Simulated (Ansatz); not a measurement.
## Ansatz (development build ahead of 0.2.0) run

```yaml
crystal:
  periodic: [false, false, false]
  atoms:
    - { symbol: C, position_ang: [-0.275, -0.2649, -0.4512] }
    - { symbol: F, position_ang: [0.239, -0.822, 0.5951] }
    - { symbol: F, position_ang: [-0.0557, 0.9986, -0.2943] }
basis:
  gaussian: { orbitals: def2-SVP }
total_charge: 1
magnetization:
  spin_polarized: true
  initial_magnetization: 1
hamiltonian:
  xc: hf
output:
  forces: true
```

The input is written out in the form of the current development build from the run's settings.

The run gave:

- Converged: yes
- Total energy: -236.05039 hartree
- Spin squared of the determinant: 0.757
- Stability test: minimum

Forces (eV/Å):
```json
{"atom": "C1", "Fx": "4.908", "Fy": "4.727", "Fz": "8.054"}
{"atom": "F2", "Fx": "-2.830", "Fy": "-0.042", "Fz": "-5.161"}
{"atom": "F3", "Fx": "-2.078", "Fy": "-4.685", "Fz": "-2.893"}
```
